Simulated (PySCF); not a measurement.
CH3O, multiplicity 2. Atoms are numbered in the order given.

```xyz
5

C      0.0132     0.5726     0.0000
O      0.0048    -0.7906     0.0000
H     -0.5650     0.9322     0.8693
H     -0.5650     0.9322    -0.8693
H      1.0128     1.0250     0.0000
```
Charge 0, spin multiplicity 2.

Geometry: B3LYP-D3(BJ)/def2-TZVP. The geometry has at least one imaginary mode, so it is a saddle point at that level. The isomer is the one that the SMILES or the coordinates give; other isomers of the formula were not compared.

All values below come from PBE/def2-TZVPD (PySCF).

Gas-phase values at a fixed geometry.

Question: Estimate the frontier levels, dipole moment and polarisability. (An estimate is asked for; the answer gives what the named calculation found.)

Answer: 
```yaml
"α spin, highest occupied and lowest empty level": -6.50 and -0.23 eV
"β spin, highest occupied and lowest empty level": -6.03 and -5.34 eV
dipole_moment: 2.12 D
quadrupole, principal values (traceless, Buckingham form, about the centre of nuclear charge): -1.58, 0.00, 1.58 D·Å
mean_static_polarisability: 22.0 bohr³ (3.26 Å³)
polarisability_principal_values: 19.8, 20.6, 25.5 bohr³
"⟨S²⟩": 0.753 (pure state 0.75)
```
